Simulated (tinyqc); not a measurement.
RKS/B3LYP (VWN-RPA form) in the sto-3g basis, for H2O, spin multiplicity 1, step by step. One step of it, computed by the program tinyqc.

Problem. Iteration 2: diagonalisation and new density. Diagonalise F' = X^T F X, C = X C', fill 5 alpha and 5 beta electrons from the bottom; D = 2 C_occ C_occ^T. Each column has its largest component positive (the first on a tie).

extrapolated F (hartree), order 1O 1s, 1O 2s, 1O 2px, 1O 2py, 1O 2pz, 2H 1s, 3H 1s:
```
[[-23.446177, -5.581672, 0.000000, 0.000000, -0.042556, -1.524589, -1.524589],
 [-5.581672, -3.003175, 0.000000, 0.000000, -0.166211, -1.218107, -1.218107],
 [0.000000, 0.000000, -1.215312, 0.000000, 0.000000, 0.000000, 0.000000],
 [0.000000, 0.000000, 0.000000, -1.307782, 0.000000, -0.433059, 0.433059],
 [-0.042556, -0.166211, 0.000000, 0.000000, -1.244772, -0.348767, -0.348767],
 [-1.524589, -1.218107, 0.000000, -0.433059, -0.348767, -0.694511, -0.467252],
 [-1.524589, -1.218107, 0.000000, 0.433059, -0.348767, -0.467252, -0.694511]]
```

X, order 1O 1s, 1O 2s, 1O 2px, 1O 2py, 1O 2pz, 2H 1s, 3H 1s:
```
[[1.024509, -0.147616, 0.000000, 0.000000, -0.011011, 0.023558, 0.023558],
 [-0.147616, 1.316974, 0.000000, 0.000000, 0.130903, -0.348392, -0.348392],
 [0.000000, 0.000000, 1.000000, 0.000000, 0.000000, 0.000000, 0.000000],
 [0.000000, 0.000000, 0.000000, 1.151937, 0.000000, -0.277087, 0.277087],
 [-0.011011, 0.130903, 0.000000, 0.000000, 1.058079, -0.155048, -0.155048],
 [0.023558, -0.348392, 0.000000, -0.277087, -0.155048, 1.268864, -0.102923],
 [0.023558, -0.348392, 0.000000, 0.277087, -0.155048, -0.102923, 1.268864]]
```

Give: F' = X^T F X; orbital energies; coefficients C; D after iteration 2.

Solution.

F' = X^T F X (hartree):
```
[[-23.1176, -2.6090, 0.0000, 0.0000, -0.0288, -0.3265, -0.3265],
 [-2.6090, -1.9229, 0.0000, 0.0000, -0.0943, -0.4328, -0.4328],
 [0.0000, 0.0000, -1.2153, 0.0000, 0.0000, 0.0000, 0.0000],
 [0.0000, 0.0000, 0.0000, -1.2174, 0.0000, -0.2470, 0.2470],
 [-0.0288, -0.0943, 0.0000, 0.0000, -1.2153, -0.1517, -0.1517],
 [-0.3265, -0.4328, 0.0000, -0.2470, -0.1517, -0.0762, -0.1062],
 [-0.3265, -0.4328, 0.0000, 0.2470, -0.1517, -0.1062, -0.0762]]
```

orbital energies (hartree): [-23.4463, -1.8334, -1.3085, -1.2153, -1.1999, 0.0414, 0.1211]

coefficients C, order 1O 1s, 1O 2s, 1O 2px, 1O 2py, 1O 2pz, 2H 1s, 3H 1s:
```
[[0.9996, -0.2458, 0.0000, 0.0000, 0.0636, 0.0948, 0.0000],
 [0.0018, 1.0733, 0.0000, 0.0000, -0.2689, -0.8898, 0.0000],
 [0.0000, 0.0000, 0.0000, 1.0000, 0.0000, 0.0000, 0.0000],
 [0.0000, 0.0000, 1.0156, 0.0000, 0.0000, 0.0000, -0.6701],
 [0.0020, 0.3085, 0.0000, 0.0000, 0.9672, -0.3928, 0.0000],
 [-0.0002, -0.0805, -0.0232, 0.0000, -0.0108, 0.9050, 1.0085],
 [-0.0002, -0.0805, 0.0232, 0.0000, -0.0108, 0.9050, -1.0085]]
```

D after iteration 2, order 1O 1s, 1O 2s, 1O 2px, 1O 2py, 1O 2pz, 2H 1s, 3H 1s:
```
[[2.1273, -0.5582, 0.0000, 0.0000, -0.0246, 0.0378, 0.0378],
 [-0.5582, 2.4486, 0.0000, 0.0000, 0.1421, -0.1670, -0.1670],
 [0.0000, 0.0000, 2.0000, 0.0000, 0.0000, 0.0000, 0.0000],
 [0.0000, 0.0000, 0.0000, 2.0631, 0.0000, -0.0470, 0.0470],
 [-0.0246, 0.1421, 0.0000, 0.0000, 2.0612, -0.0705, -0.0705],
 [0.0378, -0.1670, 0.0000, -0.0470, -0.0705, 0.0143, 0.0121],
 [0.0378, -0.1670, 0.0000, 0.0470, -0.0705, 0.0121, 0.0143]]
```
